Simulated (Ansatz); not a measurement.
bcc Na, treated with rVV10 (plane waves, PAW; Ansatz, a program for electronic structure).

Numerical settings: plane-wave cutoff 520 eV, 18×18×18 k mesh, Fermi–Dirac smearing 0.05 eV, scalar-relativistic PAW data made under PBE.

Cell (relaxed at this level):

```yaml
crystal:
  lattice:
    - [-2.06597, 2.06597, 2.06597]
    - [2.06597, -2.06597, 2.06597]
    - [2.06597, 2.06597, -2.06597]
  atoms:
    - { symbol: Na, position: [0.00000, 0.00000, 0.00000] }
```

Task: Predict the bulk modulus B0 and pressure derivative B′ of the bulk modulus.

Result: 
- bulk modulus B0 = 8.41 GPa
- pressure derivative B′ of the bulk modulus = 3.7

The run finds no gap.

Measured, for comparison: bulk modulus 7.9 GPa (0 K value with the zero-point phonon effect removed, our sources range from 7.63 to 7.91; as tabulated in Mejia-Rodriguez and Trickey (2018), arXiv:1807.09216). Computed (rounded) less measured: bulk modulus +6 % (+6 % to +10 % over the range).
